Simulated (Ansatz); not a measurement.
Mulliken charges of `Nc1ncco1` from ωB97M-V/def2-TZVPP in Ansatz (PBE0-D4/def2-TZVP geometry).

```
atom   x (Å)   y (Å)   z (Å)  charge (e)
  N1  -0.604  -1.728  -0.735      -0.255
  C2  -0.254  -0.534  -0.183       0.377
  N3  -0.878   0.132   0.731      -0.310
  C4  -0.134   1.295   0.852      -0.070
  C5   0.907   1.259   0.003      -0.043
  O6   0.838   0.066  -0.681      -0.250
  H7   0.153  -2.276  -1.109       0.139
  H8  -1.268  -2.247  -0.185       0.150
  H9  -0.405   2.071   1.549       0.121
 H10   1.727   1.910  -0.239       0.141
```

Question: By hand: the dipole of these point charges (1 e Å = 4.8032 D).

Answer: Σ q r = (0.117, -0.096, -0.026) e Å, of length 0.154 e Å = 0.74 D.

Question: How does the dipole of the full density compare? (Estimate.)

Answer: Ansatz gave: (0.281, -0.259, -0.103) e Å, 1.90 D; the point charges give 0.39 times that, at 6° from its direction.

Point charges leave out the atoms' own dipoles, such as those of lone pairs, and Mulliken's split depends on the basis, so the two needn't agree.
